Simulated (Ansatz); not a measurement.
Born–Oppenheimer molecular dynamics of C4H9N (14 atoms, charge 0, multiplicity 1). It goes on from the last frame of an earlier run, with new velocities.

Computed with RKS PBE0-D4/STO-3G (Ansatz 0.2.0).

- ensemble: NVT, Langevin thermostat
- time step: 1 fs
- steps asked: 166
- set temperature: 500 K
- friction: 0.5 /fs
- seed: 215118

Frames 5 fs apart, positions in Å, forces in eV/Å.

Velocities at 50.0 fs (Å/ps):

```
C -0.38 -1.33 10.97
C 5.92 -5.04 -2.74
C -1.96 5.20 2.23
C -8.68 4.90 5.46
N -1.63 -0.32 -0.01
H 17.08 -3.10 -9.40
H -22.23 28.53 -8.75
H -12.31 -18.81 -3.19
H -4.79 -19.79 -4.38
H -5.00 8.65 -18.66
H -21.84 -19.05 32.77
H 19.37 15.27 28.03
H -22.76 16.80 11.72
H -32.98 7.99 -5.61
```

```xyz
14
Properties=species:S:1:pos:R:3:forces:R:3 time_fs=50.0 energy_less_start_eV=0.330 T=371
C -1.700 -0.619 1.072 0.29 2.12 -1.08
C -0.234 -0.596 0.628 -0.26 0.38 1.51
C 0.370 0.127 -0.332 -0.40 1.36 -0.55
C 1.896 0.176 -0.386 0.02 1.79 -2.04
N -0.369 0.894 -1.312 0.30 0.61 -0.67
H -2.095 0.389 1.326 0.65 -0.01 0.25
H -1.894 -1.228 1.938 0.05 -0.88 0.40
H -2.342 -0.859 0.244 -0.66 -1.08 -0.69
H 0.440 -0.963 1.399 0.23 -0.62 -0.07
H 2.329 1.175 -0.014 -0.69 -1.65 -0.66
H 2.177 -0.629 0.228 1.27 -1.28 1.46
H 2.280 -0.067 -1.426 -0.43 0.66 1.15
H -1.249 1.248 -0.879 -0.19 0.02 -0.04
H 0.121 1.742 -1.762 -0.18 -1.41 1.04
14
Properties=species:S:1:pos:R:3:forces:R:3 time_fs=55.0 energy_less_start_eV=0.342 T=663
C -1.672 -0.610 1.094 -1.72 0.85 0.22
C -0.253 -0.637 0.643 1.80 2.14 -0.87
C 0.352 0.140 -0.354 -0.63 -1.59 2.89
C 1.887 0.176 -0.371 -0.35 -2.62 0.95
N -0.390 0.903 -1.301 -0.38 0.06 -0.28
H -2.098 0.404 1.366 0.84 -0.89 0.05
H -1.859 -1.315 1.913 0.36 0.34 0.37
H -2.349 -0.957 0.341 -0.77 -0.38 -1.33
H 0.372 -1.063 1.435 0.57 -0.17 -0.67
H 2.289 1.127 -0.064 0.31 0.74 0.61
H 2.256 -0.698 0.277 -0.49 1.89 -0.68
H 2.292 -0.041 -1.338 0.28 -0.05 -1.43
H -1.286 1.230 -0.872 -0.01 -0.03 -0.14
H 0.102 1.733 -1.708 0.21 -0.27 0.32
14
Properties=species:S:1:pos:R:3:forces:R:3 time_fs=60.0 energy_less_start_eV=0.473 T=658
C -1.651 -0.628 1.096 -3.34 0.13 -1.50
C -0.252 -0.666 0.624 2.30 1.69 -0.62
C 0.344 0.104 -0.364 -0.12 -2.13 2.58
C 1.890 0.138 -0.372 -0.81 0.34 -3.59
N -0.399 0.911 -1.282 0.48 -0.73 0.00
H -2.024 0.446 1.345 0.55 -2.10 -0.09
H -1.754 -1.355 1.927 -0.16 0.92 0.10
H -2.357 -1.052 0.287 0.86 0.98 1.18
H 0.373 -1.117 1.406 0.56 -0.14 -0.82
H 2.190 1.127 -0.060 0.56 0.61 0.90
H 2.262 -0.665 0.241 0.54 -0.29 0.55
H 2.331 0.065 -1.434 -0.86 -0.33 1.63
H -1.250 1.232 -0.763 0.04 0.64 -0.41
H 0.232 1.686 -1.594 -0.60 0.42 0.09
14
Properties=species:S:1:pos:R:3:forces:R:3 time_fs=65.0 energy_less_start_eV=0.825 T=437
C -1.681 -0.676 1.103 0.35 4.33 -2.59
C -0.260 -0.682 0.603 1.27 0.46 1.52
C 0.336 0.069 -0.354 0.08 -0.13 0.04
C 1.910 0.146 -0.374 -1.37 0.34 -1.95
N -0.401 0.937 -1.295 -0.40 -1.88 1.69
H -2.042 0.382 1.319 0.64 -1.13 0.22
H -1.732 -1.250 1.963 -0.81 -1.83 2.10
H -2.300 -0.940 0.279 -1.49 -1.32 -0.64
H 0.364 -1.136 1.398 0.38 -0.07 -1.09
H 2.106 1.186 -0.085 0.77 -0.20 0.96
H 2.360 -0.669 0.210 -0.08 0.66 0.50
H 2.377 0.090 -1.388 -0.78 -0.29 0.29
H -1.356 1.230 -0.808 2.72 0.34 -1.36
H 0.310 1.651 -1.603 -1.29 0.72 0.32
14
Properties=species:S:1:pos:R:3:forces:R:3 time_fs=70.0 energy_less_start_eV=0.605 T=427
C -1.652 -0.673 1.133 -1.28 0.42 -2.09
C -0.253 -0.700 0.641 1.88 0.74 0.84
C 0.328 0.050 -0.326 0.07 0.75 -0.67
C 1.891 0.167 -0.394 -0.91 -0.74 0.92
N -0.385 0.963 -1.273 2.39 -3.05 0.82
H -2.014 0.319 1.321 0.23 1.49 1.17
H -1.778 -1.288 2.021 -0.50 -0.41 -0.17
H -2.316 -0.855 0.270 -0.32 -1.49 0.48
H 0.413 -1.138 1.401 0.23 -0.27 -0.77
H 2.090 1.179 -0.043 0.61 0.31 0.50
H 2.428 -0.602 0.233 -0.87 0.97 -0.37
H 2.337 0.111 -1.377 -0.18 -0.21 -1.06
H -1.300 1.227 -0.878 -0.19 1.06 0.15
H 0.316 1.698 -1.540 -1.15 0.44 0.26
14
Properties=species:S:1:pos:R:3:forces:R:3 time_fs=75.0 energy_less_start_eV=0.527 T=484
C -1.663 -0.676 1.115 -0.06 1.66 0.83
C -0.245 -0.702 0.631 1.30 1.12 0.10
C 0.338 0.050 -0.332 0.86 1.98 -0.82
C 1.911 0.172 -0.436 -0.20 2.28 1.70
N -0.348 0.946 -1.286 1.21 -1.49 0.00
H -1.972 0.385 1.351 0.43 -0.92 0.34
H -1.759 -1.310 2.034 -0.43 0.42 -1.11
H -2.320 -0.902 0.296 -1.03 -1.16 -0.47
H 0.474 -1.063 1.357 0.24 -0.84 0.04
H 2.287 1.176 0.053 -1.27 -1.56 -1.64
H 2.395 -0.509 0.274 -0.09 -0.94 -0.67
H 2.297 0.112 -1.480 -0.18 -0.20 0.70
H -1.236 1.313 -0.941 -1.07 0.13 0.67
H 0.216 1.776 -1.592 0.30 -0.48 0.33
14
Properties=species:S:1:pos:R:3:forces:R:3 time_fs=80.0 energy_less_start_eV=0.565 T=499
C -1.643 -0.659 1.129 -1.05 1.57 -2.21
C -0.182 -0.683 0.657 -0.09 1.06 0.15
C 0.354 0.075 -0.344 0.98 0.53 0.22
C 1.900 0.173 -0.440 -0.77 -1.23 -1.48
N -0.334 0.947 -1.306 -0.98 -4.40 1.83
H -1.938 0.459 1.298 0.33 -2.35 0.54
H -1.791 -1.354 1.972 -0.08 0.74 0.17
H -2.363 -0.986 0.305 1.02 0.21 0.96
H 0.517 -1.077 1.421 -0.17 -0.20 -0.84
H 2.252 1.080 -0.016 0.38 2.09 -0.21
H 2.418 -0.525 0.169 0.03 -1.69 1.10
H 2.307 -0.042 -1.454 -0.48 0.85 0.33
H -1.192 1.292 -0.877 -1.04 0.60 0.21
H 0.214 1.688 -1.663 1.93 2.22 -0.77
14
Properties=species:S:1:pos:R:3:forces:R:3 time_fs=85.0 energy_less_start_eV=0.833 T=646
C -1.643 -0.658 1.138 0.44 2.06 -2.77
C -0.154 -0.666 0.687 -3.42 2.13 -2.93
C 0.338 0.061 -0.382 1.68 -0.48 2.64
C 1.872 0.191 -0.454 2.36 -3.18 1.21
N -0.306 0.927 -1.287 -1.80 1.07 -1.05
H -1.912 0.421 1.287 -0.15 -0.97 0.80
H -1.884 -1.314 1.936 0.24 -0.40 1.88
H -2.361 -0.981 0.372 0.35 -0.07 -0.67
H 0.459 -1.064 1.417 2.28 -1.36 1.33
H 2.174 1.164 -0.100 0.16 1.04 0.25
H 2.446 -0.589 0.279 -2.02 2.14 -2.21
H 2.340 0.061 -1.465 -0.75 0.00 0.56
H -1.232 1.323 -0.991 0.22 -0.69 0.17
H 0.199 1.735 -1.753 0.41 -1.30 0.80
14
Properties=species:S:1:pos:R:3:forces:R:3 time_fs=90.0 energy_less_start_eV=0.640 T=337
C -1.596 -0.632 1.125 -1.10 -2.46 2.00
C -0.169 -0.652 0.680 1.51 -0.10 0.59
C 0.346 0.028 -0.393 -0.05 -0.37 1.63
C 1.847 0.126 -0.480 0.33 2.23 -1.67
N -0.295 0.920 -1.315 -0.11 -2.50 0.16
H -1.995 0.337 1.267 -0.37 1.99 0.67
H -1.865 -1.268 2.052 1.28 1.44 -1.29
H -2.283 -1.053 0.429 -0.68 -0.74 -1.73
H 0.542 -1.147 1.444 -1.06 0.78 -2.00
H 1.994 1.205 -0.275 0.76 -0.34 0.61
H 2.377 -0.493 0.229 0.32 -0.37 0.20
H 2.241 0.070 -1.520 -0.22 -0.85 0.53
H -1.188 1.259 -0.993 -1.53 0.58 0.49
H 0.274 1.672 -1.691 0.91 0.73 -0.18
14
Properties=species:S:1:pos:R:3:forces:R:3 time_fs=95.0 energy_less_start_eV=0.656 T=415
C -1.604 -0.616 1.123 -0.76 2.31 1.58
C -0.165 -0.651 0.666 -0.35 -1.02 2.43
C 0.333 -0.028 -0.391 1.51 1.42 -0.23
C 1.850 0.138 -0.486 0.27 -4.32 -1.30
N -0.273 0.899 -1.280 -0.94 -1.41 -0.50
H -2.049 0.429 1.349 1.19 -1.47 -0.57
H -1.830 -1.188 2.031 0.61 -0.19 0.07
H -2.231 -1.022 0.381 -1.41 -0.81 -1.68
H 0.543 -1.146 1.386 -0.67 0.30 -1.15
H 1.906 1.162 -0.342 1.64 2.87 1.00
H 2.371 -0.552 0.246 -0.48 1.49 -0.67
H 2.262 -0.093 -1.510 -0.54 0.19 0.88
H -1.209 1.239 -1.031 -0.54 0.13 0.32
H 0.342 1.663 -1.567 0.46 0.52 -0.16
14
Properties=species:S:1:pos:R:3:forces:R:3 time_fs=100.0 energy_less_start_eV=0.653 T=336
C -1.589 -0.603 1.147 -1.00 -2.93 -1.75
C -0.156 -0.717 0.657 -0.57 0.80 1.92
C 0.316 -0.031 -0.390 2.41 1.28 0.16
C 1.863 0.127 -0.491 -0.83 -0.31 1.88
N -0.266 0.897 -1.283 -0.06 -0.46 -0.87
H -2.050 0.340 1.308 0.20 2.05 0.37
H -1.855 -1.227 2.016 0.58 0.05 -0.14
H -2.181 -1.013 0.298 -0.27 -0.03 0.52
H 0.564 -1.130 1.389 -0.31 -0.16 -0.84
H 2.038 1.225 -0.298 0.59 -1.35 0.12
H 2.323 -0.591 0.242 -0.19 1.35 -0.28
H 2.288 -0.155 -1.428 0.23 -0.05 -1.63
H -1.211 1.276 -1.156 -0.53 -0.07 0.51
H 0.403 1.625 -1.602 -0.25 -0.18 0.03
14
Properties=species:S:1:pos:R:3:forces:R:3 time_fs=105.0 energy_less_start_eV=0.845 T=493
C -1.593 -0.609 1.124 -2.04 1.03 -0.42
C -0.162 -0.734 0.678 -0.10 1.32 0.42
C 0.333 -0.039 -0.377 1.23 2.73 -0.50
C 1.862 0.098 -0.502 0.32 -2.54 0.18
N -0.249 0.929 -1.299 -5.17 -1.96 1.39
H -2.028 0.427 1.333 1.22 -0.93 -0.60
H -1.906 -1.163 1.994 0.68 -0.72 0.94
H -2.232 -1.032 0.350 -0.46 0.05 -0.58
H 0.552 -1.136 1.417 -0.20 -0.26 -0.71
H 2.213 1.097 -0.345 0.09 1.28 0.79
H 2.276 -0.601 0.269 0.23 0.81 -0.79
H 2.289 -0.150 -1.491 -0.49 -0.47 0.11
H -1.343 1.234 -1.180 4.00 -1.02 -0.16
H 0.351 1.669 -1.652 0.70 0.70 -0.07
```

Of the whole run (166 fs, mean temperature of the second half 510 K): A run of 0.17 ps of so small a system gives no equilibrium averages. The friction is so strong that the motion is overdamped, so the time scale means little. Limits of this set-up: minimal basis.

Time of the run: 5.5 min on 1 thread of Intel(R) Xeon(R) Platinum 8375C CPU @ 2.90GHz (Ice Lake) (shared host), peak memory 0.12 GiB.
